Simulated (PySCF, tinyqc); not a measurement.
Inside a calculation. Method: RHF in the sto-3g basis, for CH+, spin multiplicity 1. The lowest restricted solution is unstable here: a spin-polarised one lies 0.0837 hartree lower (PySCF). One step of it, computed by the program tinyqc.

Task: Iteration 2: building the Fock matrix. J_ij = sum D_kl (ij|kl), K_ij = sum D_kl (ik|jl); F = H + J - 0.5 K; E = tr D H + tr D J / 2 - 0.25 tr D K + E_nn.

D after iteration 1, lower triangle:
```
            1C 1s      1C 2s    1C 2px    1C 2py    1C 2pz     2H 1s
1C 1s    2.131885
1C 2s   -0.531442   2.141929
1C 2px   0.000000   0.000000  0.000000
1C 2py   0.000000   0.000000  0.000000  0.000000
1C 2pz   0.011128  -0.055912  0.000000  0.000000  1.081768
2H 1s    0.018524  -0.093975  0.000000  0.000000  0.884937  0.725012
```

core Hamiltonian H = T + V (hartree), lower triangle:
```
             1C 1s      1C 2s     1C 2px     1C 2py     1C 2pz      2H 1s
1C 1s   -17.999666
1C 2s    -4.337241  -4.955554
1C 2px    0.000000   0.000000  -3.901682
1C 2py    0.000000   0.000000   0.000000  -3.901682
1C 2pz   -0.004072  -0.047507   0.000000   0.000000  -3.922200
2H 1s    -0.080664  -0.310670   0.000000   0.000000  -0.351421  -1.894703
```

Two-electron integrals (ij|kl) in chemists' order, unique and non-zero (hartree):
```
(11|11) 3.541948   (21|11) 0.576921   (21|21) 0.111888   (22|11) 0.854682
(22|21) 0.205284   (22|22) 0.624709   (31|31) 0.020296   (32|31) 0.030858
(32|32) 0.137996   (33|11) 0.852436   (33|21) 0.205335   (33|22) 0.624568
(33|33) 0.672833   (41|41) 0.020296   (42|41) 0.030858   (42|42) 0.137996
(43|43) 0.036269   (44|11) 0.852436   (44|21) 0.205335   (44|22) 0.624568
(44|33) 0.600295   (44|44) 0.672833   (51|51) 0.020296   (52|51) 0.030858
(52|52) 0.137996   (53|53) 0.036269   (54|54) 0.036269   (55|11) 0.852436
(55|21) 0.205335   (55|22) 0.624568   (55|33) 0.600295   (55|44) 0.600295
(55|55) 0.672833   (61|11) 0.010561   (61|21) 0.002042   (61|22) 0.003759
(61|33) 0.003747   (61|44) 0.003747   (61|51) 0.000139   (61|52) 0.000262
(61|55) 0.003783   (61|61) 0.000038   (62|11) 0.042183   (62|21) 0.010351
(62|22) 0.037116   (62|33) 0.036156   (62|44) 0.036156   (62|51) 0.000985
(62|52) 0.008047   (62|55) 0.038997   (62|61) 0.000199   (62|62) 0.003839
(63|31) 0.000786   (63|32) 0.004785   (63|53) 0.001433   (63|63) 0.000350
(64|41) 0.000786   (64|42) 0.004785   (64|54) 0.001433   (64|64) 0.000350
(65|11) 0.047184   (65|21) 0.011675   (65|22) 0.043885   (65|33) 0.042083
(65|44) 0.042083   (65|51) 0.001602   (65|52) 0.012465   (65|55) 0.047439
(65|61) 0.000230   (65|62) 0.005250   (65|65) 0.007396   (66|11) 0.238017
(66|21) 0.059112   (66|22) 0.237662   (66|33) 0.231085   (66|44) 0.231085
(66|51) 0.004063   (66|52) 0.046913   (66|55) 0.250727   (66|61) 0.001126
(66|62) 0.036802   (66|65) 0.055783   (66|66) 0.774606
```

nuclear repulsion = 1.42827857 hartree

Give: Coulomb J; exchange K; Fock matrix F; total energy of this density.

Result:

Coulomb J (hartree), lower triangle:
```
        1C 1s  1C 2s  1C 2px  1C 2py  1C 2pz  2H 1s
1C 1s   9.939
1C 2s   1.834  3.861
1C 2px  0.000  0.000   3.822
1C 2py  0.000  0.000   0.000   3.822
1C 2pz  0.003  0.040   0.000   0.000   3.923
2H 1s   0.034  0.235   0.000   0.000   0.285  1.873
```

exchange K (hartree), lower triangle:
```
        1C 1s  1C 2s  1C 2px  1C 2py  1C 2pz  2H 1s
1C 1s   7.200
1C 2s   1.190  1.518
1C 2px  0.000  0.000   0.347
1C 2py  0.000  0.000   0.000   0.347
1C 2pz  0.001  0.005   0.000   0.000   1.121
2H 1s   0.026  0.138   0.000   0.000   0.329  0.669
```

Fock matrix F (hartree), lower triangle:
```
          1C 1s   1C 2s  1C 2px  1C 2py  1C 2pz   2H 1s
1C 1s   -11.660
1C 2s    -3.098  -1.854
1C 2px    0.000   0.000  -0.254
1C 2py    0.000   0.000   0.000  -0.254
1C 2pz   -0.002  -0.010   0.000   0.000  -0.559
2H 1s    -0.060  -0.145   0.000   0.000  -0.231  -0.356
```

total energy of this density = -37.24135 hartree
